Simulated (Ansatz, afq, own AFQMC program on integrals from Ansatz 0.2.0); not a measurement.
# Where AFQMC and coupled cluster stand for CH5Si, doublet

```tsv
atom	x (Å)	y (Å)	z (Å)
Si	0.0000	0.0019	0.5628
C	0.0000	-0.0022	-1.2775
H	0.0000	1.3972	1.0736
H	-1.1990	-0.7048	1.0957
H	1.1990	-0.7048	1.0957
H	0.0000	0.9076	-1.8684
H	0.0000	-0.9209	-1.8559
```

Basis 6-31G. Noble-gas cores (and the filled d shells of Ga–Kr and In–Xe) are frozen. Integrals, coupled cluster, full CI and functionals: Ansatz 0.2.0; the random walks run on the same integrals in our own AFQMC program. The CISD trial takes its coefficients from CCSD amplitudes. Released means that phaseless walkers are propagated on without the constraint, phases kept. Free AFQMC starts from the CCSD state and is never constrained. Its projection time is finite, and what remains of the start isn't in its error. Error bars are statistical, one sigma.

Determinant: UHF, the one that the program's search chose, which needn't be the lowest solution. The geometry is a point of a scan.

No full CI on the walks' own integrals is used here; CCSDT(Q) serves as the reference and is uncertain by about the last step of the cluster series.

```
T1 diagnostic                               : 0.0106
weight of the determinant in the CISD state : 0.910
⟨S²⟩ of the determinant                     : 0.763
size of the correlated space                : 13 electrons in 26 orbitals
```

| level | correlation energy (eV) |
| --- | --- |
| MP2 | -3.4608 |
| CCSD | -4.3754 |
| CCSD(T) | -4.4437 |

Task: Estimate where phaseless AFQMC with the Hartree–Fock trial lies against CCSD(T) on the same integrals.

Result: 5.5 ± 3.3 kJ/mol below CCSD(T). The gap is under twice the noise, so this walk alone can't tell the two apart.

Reference: CCSDT(Q), correlation energy -4.464 eV. The released energy is read at 2.40 1/Eh (meV from the phaseless value at times in 1/Eh: 1 ± 7 at 0.24, -22 ± 8 at 0.51, -2 ± 6 at 0.99, -7 ± 6 at 1.62, 10 ± 7 at 2.40).

```json
{"level": "CCSD(T)", "E − E(reference) (kJ/mol)": "1.9", "share of correlation (%)": "99.55"}
{"level": "CCSDT", "E − E(reference) (kJ/mol)": "0.4", "share of correlation (%)": "99.91"}
{"level": "ph-AFQMC/HF", "E − E(reference) (kJ/mol)": "-3.6 ± 3.3", "share of correlation (%)": "100.83"}
{"level": "ph-AFQMC/CISD", "E − E(reference) (kJ/mol)": "0.6 ± 0.6", "share of correlation (%)": "99.86"}
{"level": "released AFQMC", "E − E(reference) (kJ/mol)": "1.5 ± 0.7", "share of correlation (%)": "99.64"}
{"level": "free AFQMC", "E − E(reference) (kJ/mol)": "0.7 ± 1.0", "share of correlation (%)": "99.83"}
```

Free projections are given only where their last times agree within the noise and don't stop above the reference; a slow remainder of the start can still hide under it. A walk keeps the symmetry of its determinant, which the program's search chose and which needn't be the lowest solution, so a lower state of the same spin and another symmetry isn't excluded. Released energies are given only where the last usable release times agree within the noise; a slower fall can still hide under it.
